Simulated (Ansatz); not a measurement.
# CHSi (doublet): from Hartree-Fock to the top rungs at distance C2–H3 = 1.501 Å, 6-31G

Aim: climb from Hartree-Fock through coupled cluster and multireference methods for CHSi (doublet) at one geometry and basis, and see what each rung misses.

Method: 6-31G, core rule «outside noble gas», up to 6 orbitals frozen; program: Ansatz 0.2.0, Gaussian basis.

To be run: UHF; CCSD(T) on ROHF; CCSD(T) on UHF; BCCD(T) on ROHF; CISD; CCSDT(Q) on ROHF; CCSDT(Q) on UHF; CISDTQ; CCSDTQ on ROHF; CASSCF and MRCISD+Q, 3 electrons in 3 orbitals; CASSCF and NEVPT2, 3 electrons in 3 orbitals; CASSCF and MRCISD+Q, 9 electrons in 9 orbitals; CASSCF and NEVPT2, 9 electrons in 9 orbitals; Full CI.

19 further runs of the same task are left out: 1 for a mislabelled method, 1 for a known fault of the program, 9 that didn't finish, 8 set aside as unsound or not needed.

### 1 The system

The geometry derives from a PBE0/def2-TZVP stationary point (not a proven minimum). One bond is set to the value named and the two fragments are kept rigid.

3 atoms, charge 0, spin multiplicity 2.

Atoms are counted from 1 here; the program's logs count them from 0.

Bond lengths: Si1–C2 1.682 Å.

### 2 UHF

Contents of in.yaml:

```yaml
crystal:
  periodic: [false, false, false]
  atoms:
    - {symbol: Si, position_ang: [0.000000, 0.000000, 1.621967]}
    - {symbol: C, position_ang: [0.000000, 0.000000, -0.060484]}
    - {symbol: H, position_ang: [0.000000, 0.000000, -1.561484]}
basis:
  gaussian: {orbitals: 6-31G}
magnetization: {spin_polarized: true, initial_magnetization: 1}
hamiltonian: {xc: hf}
output: {orbitals: {seedname: orbitals}}
```

Started as:

```bash
> ansatz run in.yaml --threads 1 --pin off --events-out ev --progress --plain --max-ram 2393MiB
```

The runs that follow: CCSD(T) on ROHF; CCSD(T) on UHF; BCCD(T) on ROHF; CISD; CCSDT(Q) on ROHF; CCSDT(Q) on UHF; CISDTQ; CCSDTQ on ROHF; CASSCF and MRCISD+Q, 3 electrons in 3 orbitals; CASSCF and NEVPT2, 3 electrons in 3 orbitals; CASSCF and MRCISD+Q, 9 electrons in 9 orbitals; CASSCF and NEVPT2, 9 electrons in 9 orbitals; Full CI.

Before running them: what should the planned runs give, taken together? Wanted: FCI below the RHF energy; RMP2 from FCI; UMP2 from FCI; RCCSD from FCI; RCCSD(T) from FCI; UCCSD(T) from FCI; RCCSDT(Q) from FCI; UCCSDT(Q) from FCI; NEVPT2 pair from FCI.

As calculated:

| quantity | value |
| --- | --- |
| FCI below the RHF energy | -4.5374 eV |
| RMP2 from FCI | +885.2 meV |
| UMP2 from FCI | +1476.1 meV |
| RCCSD from FCI | +220.3 meV |
| RCCSD(T) from FCI | +47.6 meV |
| UCCSD(T) from FCI | +70.8 meV |
| RCCSDT(Q) from FCI | +1.5 meV |
| UCCSDT(Q) from FCI | +1.2 meV |
| NEVPT2 pair from FCI | +704.3 meV |
| MRCISD+Q pair from FCI | +40.7 meV |
| NEVPT2 valence from FCI | +287.3 meV |
| levels within 1 kcal/mol (43 meV) | RCCSDT, UCCSDT, CISDTQ, RCCSDT(Q), UCCSDT(Q), RCCSDTQ, MRCISD+Q pair, MRCISD valence, MRCISD+Q valence |
| T1 diagnostic | 0.029 |
| effectively unpaired electrons | 1.18 |

In words: RCCSD(T) lands +47.6 meV from the yardstick (1.0 % of the correlation energy). CCSD(T) misses by +47.6 meV on the restricted determinant and by +70.8 meV on the unrestricted one; the two need not hold the same state or core. One determinant dominates. Of the multireference levels listed MRCISD+Q valence comes nearest in total energy (+16.7 meV), which doesn't show that its space is the better one. These misses are within one basis, not against nature; the frozen cores of restricted and unrestricted runs differ, which can shift their rows.
